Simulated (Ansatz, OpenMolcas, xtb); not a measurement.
# Ligand exchange: BH(CH3)(OH) + SiH3F → BH(CH3)(SiH3) + HOF

Species: BH(CH3)(OH), singlet; SiH3F `F[SiH3]`, singlet; BH(CH3)(SiH3), singlet; HOF (hypofluorous acid) `OF`, singlet. The partners trade OH for SiH3: B–OH and F–SiH3 bonds give way to B–SiH3 and F–OH.

Shapes, held fixed at every level: PBE0-D4/def2-TZVP. Flexible molecules stand in one conformer, not always the lowest. Programs: Ansatz 0.2.0, OpenMolcas 26.06, xtb 6.7.1. The zero-point and thermal change to 298 K, harmonic and unscaled (PBE0-D4/def2-TZVP), is -9.5 kJ/mol.

Question: Estimate ΔH(298 K) of this reaction.

Answer: The highest level, CCSD(T)/CBS estimate, gives ΔH(298 K) = +712.3 kJ/mol; the levels span +501.6 to +712.5. GFN0-xTB strays far from the other rows. The column of differences is taken from that level and isn't an error. No measured value is set beside it here. The CBS estimate extrapolates MP2 from def2-TZVPP and def2-QZVPP and adds CCSD(T) − MP2 in the triple-zeta set, cores frozen.

```csv
level,kind,ΔH(298 K) (kJ/mol),less CCSD(T)/CBS estimate
GFN0-xTB,semi-empirical,+501.6,-210.7
SPW92/def2-TZVPP,LDA,+682.6,-29.7
PBE-D4/def2-TZVPP,GGA,+655.4,-56.9
r2SCAN-D4/def2-TZVPP,meta-GGA,+691.6,-20.7
B3LYP/6-31G* (Cartesian functions),global hybrid,+674.1,-38.2
B2PLYP/def2-TZVPP,double hybrid,+712.5,+0.2
CCSD/def2-SVP,coupled cluster or CI,+699.0,-13.3
CCSD/def2-TZVPP,coupled cluster or CI,+712.0,-0.3
CCSD(T)/CBS estimate,coupled cluster or CI,+712.3,0.0
```
